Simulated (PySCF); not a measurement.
# C6H10: the cost of one run

Computed with PySCF 2.14.0, with density-fitted response routines of our own, on a single molecule in the gas phase. Atoms count from 0, in the outputs and in this text.

### 1 The molecule as given

16 atoms, charge 0, multiplicity 1; geometry from: MMFF94s.

Bonds of the start (Å): C0–C1 1.34, C1–C2 1.48, C2–C3 1.55, C3–C4 1.54, C4–C5 1.54, C5–C2 1.55, C0–H6 1.09, C0–H7 1.09, C1–H8 1.09, C2–H9 1.10, C3–H10 1.09, C3–H11 1.10, C4–H12 1.10, C4–H13 1.09, C5–H14 1.09, C5–H15 1.10.

### 2 Geometry optimisation at PBE0-D3(BJ)/def2-SVP

Job settings and geometry (Å):

```
{"job": {"xc": "PBE0", "basis": "def2-SVP", "d3": "d3bj", "grid": 1, "kind": "geom"}, "charge": 0, "multiplicity": 1}
C     -2.311617    -1.078870    -0.069061
C     -1.550115     0.020640    -0.110721
C     -0.131438    -0.076304    -0.526710
C      0.858080    -0.574737     0.560566
C      1.875853     0.435581    -0.007824
C      0.668012     1.254455    -0.508410
H     -1.921678    -2.057994    -0.330464
H     -3.353088    -1.019489     0.231857
H     -1.966554     0.988307     0.153954
H     -0.016401    -0.608585    -1.481976
H      1.151971    -1.625559     0.489205
H      0.560431    -0.359195     1.594129
H      2.499024     0.029747    -0.812983
H      2.516489     0.930792     0.725825
H      0.801854     1.740963    -1.478511
H      0.319177     2.000248     0.216355
```

On the command line:

```sh
$ OMP_NUM_THREADS=1 python probes_run.py task.json out
```

The driver reads the jobs from task.json and runs them one after another.

Q: Estimate the wall time and peak memory of this first job on 1 thread of Intel Xeon 6975P-C, shared host.

About 54 s, with a peak of 0.57 GiB.
